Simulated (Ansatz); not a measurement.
The input, for Ansatz 0.2.0:

```yaml
crystal:
  periodic: [false, false, false]
  atoms:
    - {symbol: B, position_ang: [-0.000235, -0.216621, -0.738904]}
    - {symbol: Si, position_ang: [0.000057, -0.360027, 1.164652]}
    - {symbol: P, position_ang: [0.000067, -0.246140, -2.494670]}
    - {symbol: H, position_ang: [0.000110, 0.822787, 2.068922]}
basis:
  gaussian: {orbitals: STO-3G}
magnetization: {spin_polarized: false, initial_magnetization: 5}
correlation: {active_space: {ras: {orbitals: [4, 5, 4], electrons: 13, max_holes: 3, max_particles: 3}, fixed_orbitals: true}}
accuracy: high
```

```sh
$ ansatz run in.yaml --threads 1 --pin off --events-out ev --progress --plain --max-ram 2393MiB
```

Log:

```
422 factors; integrals over basis functions are off by at most 1.4e-8 eV
mean field evaluation 1: about -17610.0922 eV, gradient 9.0e0 eV
mean field evaluation 2: about -17610.1365 eV, gradient 9.0e0 eV
mean field evaluation 4: about -17611.5309 eV, gradient 1.1e0 eV
mean field evaluation 8: about -17611.5512 eV, gradient 3.7e-2 eV
mean field evaluation 16: about -17611.4796 eV, gradient 7.3e-1 eV
mean field -17611.55124771 eV, -647.2125708150 hartree, gradient 2.6e-8 eV, S^2 8.750000; 4 other end points of the search recorded, 0 dependent functions left out
reference -17611.55124771 eV, -647.2125708150 hartree; 20, 15 occupied and 4, 9 virtual orbitals, 422 factors
state -17613.69852887 eV, -647.2914819425 hartree
Total energy: -17613.69852887 eV, -647.2914819425 hartree
```

Ran on 1 thread of AMD EPYC, shared host: 3.6 s wall, 0.09 GiB peak host memory.
